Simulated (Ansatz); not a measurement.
**C2H2FNO2: small, medium and large basis sets**

The task here is to estimate one member of a computed series from the others.

The runs use Ansatz 0.2.0, Gaussian basis; one geometry, several basis sets.

Plan: PBE0-D4/def2-SVP; ωB97M-V/def2-SVP; PBE0-D4/def2-QZVPP; ωB97M-V/def2-QZVPP; the functionals' def2-TZVPP values are taken from earlier runs.

**Structure used throughout**

All runs share one geometry, relaxed beforehand with PBE0-D4 in a triple-zeta def2 set.

8 atoms, charge 0, spin multiplicity 1.

Atoms are counted from 1 here; the program's logs count them from 0.

Bond lengths: O1–C2 1.369 Å, O1–H7 0.962 Å, C2–O3 1.351 Å, C2–N4 1.536 Å, C2–C5 1.413 Å, O3–H8 0.965 Å, N4–C5 1.248 Å, C5–F6 1.305 Å. Angles: C2–O1–H7 108.8°, O1–C2–O3 110.2°, O1–C2–N4 117.4°, O1–C2–C5 125.6°, O3–C2–N4 119.3°, O3–C2–C5 121.1°, N4–C2–C5 49.8°, C2–O3–H8 107.7°, C2–N4–C5 60.0°, C2–C5–N4 70.2°, C2–C5–F6 153.2°, N4–C5–F6 136.6°.

Set-up of the first run:

The input, in.yaml:

```yaml
crystal:
  periodic: [false, false, false]
  atoms:
    - {symbol: O, position_ang: [1.302064, -0.487420, 0.301054]}
    - {symbol: C, position_ang: [-0.020528, -0.200169, 0.094332]}
    - {symbol: O, position_ang: [-0.797799, -1.163579, 0.634464]}
    - {symbol: N, position_ang: [-0.408578, 0.406755, -1.262189]}
    - {symbol: C, position_ang: [-0.546420, 1.074169, -0.216921]}
    - {symbol: F, position_ang: [-0.967326, 2.269160, 0.096619]}
    - {symbol: H, position_ang: [1.832056, 0.033891, -0.310097]}
    - {symbol: H, position_ang: [-0.301269, -1.990008, 0.606837]}
basis:
  gaussian: {orbitals: def2-SVP}
hamiltonian: {xc: pbe0, dispersion: d4}
output: {orbitals: {seedname: orbitals}}
```

Among the steps run: PBE0-D4 in def2-SVP; ωB97M-V in def2-SVP; PBE0-D4 in def2-QZVPP; ωB97M-V in def2-QZVPP.

One of the session's tables, all rows but one given; the rest of the session is left out.

It belongs to the step «Functionals by basis». 

| functional | basis | HOMO (eV) | LUMO (eV) |
| --- | --- | --- | --- |
| PBE0-D4 | def2-SVP | -7.58 | -0.08 |
| PBE0-D4 | def2-TZVPP | -7.78 | -0.31 |
| PBE0-D4 | def2-QZVPP | -7.84 | -0.40 |
| ωB97M-V | def2-SVP | ? | ? |
| ωB97M-V | def2-TZVPP | -10.10 | 2.05 |
| ωB97M-V | def2-QZVPP | -10.16 | 1.49 |

Estimate the missing values for ωB97M-V, def2-SVP.

**Answer.** HOMO (eV): -9.86; LUMO (eV): 2.38. In the column «HOMO (eV)» it lies between ωB97M-V, def2-TZVPP (-10.10) and PBE0-D4, def2-QZVPP (-7.84).
